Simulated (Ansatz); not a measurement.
Consider the silylene formation by 1,1-elimination: `B[SiH2]F` → `BF` + `[SiH2]`.

Isolated molecules relaxed with PBE0-D4/def2-TZVP in Ansatz; ΔE leaves out vibrations. CCSD(T)/CBS adds triple-zeta CCSD(T) − MP2 to the extrapolated MP2 energy (def2 sets, frozen cores). This one scheme is used for every species. DFT in def2-TZVPP. HSE06 is defined as in plane-wave codes.

`B[SiH2]F`:

```xyz
7

B     1.029    0.606   -0.149
Si   -0.681   -0.401    0.096
F    -1.348   -0.883   -1.283
H     1.526    0.834   -1.210
H     1.593    1.006    0.829
H    -1.680    0.455    0.796
H    -0.439   -1.618    0.922
```

`BF`:

Cartesian coordinates in Å:
```
B -0.011 -0.048 -0.004
F 0.281 1.232 0.096
H 0.891 -0.834 0.057
H -1.161 -0.349 -0.149
```

`[SiH2]`:

Cartesian coordinates in Å:
```
Si -0.696 -0.103 -0.104
H 0.180 0.112 1.127
H 0.517 -0.008 -1.023
```

| level | ΔE (kJ/mol) | difference from CCSD(T)/CBS |
| --- | --- | --- |
| LDA (SPW92) | 216.1 | 19.7 |
| PBE-D4 | 195.7 | -0.7 |
| BLYP-D4 | 177.1 | -19.3 |
| HSE06-D4 | 204.2 | 7.8 |
| r2SCANh | 213.9 | 17.5 |
| r2SCAN0 | 214.3 | 17.9 |
| CCSD(T)/def2-SVP | 148.0 | -48.4 |
| CCSD/def2-TZVPP | 184.1 | -12.3 |
| MP2/CBS(def2) | 211.5 | 15.1 |
| CCSD/CBS(def2) | 195.0 | -1.4 |
| CCSD(T)/CBS | 196.4 | 0 |

Largest T1 diagnostic among the species: 0.014.

At CCSD(T), def2-SVP lies −48.4 kJ/mol from the extrapolated value and def2-TZVPP −10.9 kJ/mol. From BLYP to BHLYP (50 % exact exchange), in def2-TZVPP and without D4, ΔE moves by +25.6 kJ/mol.
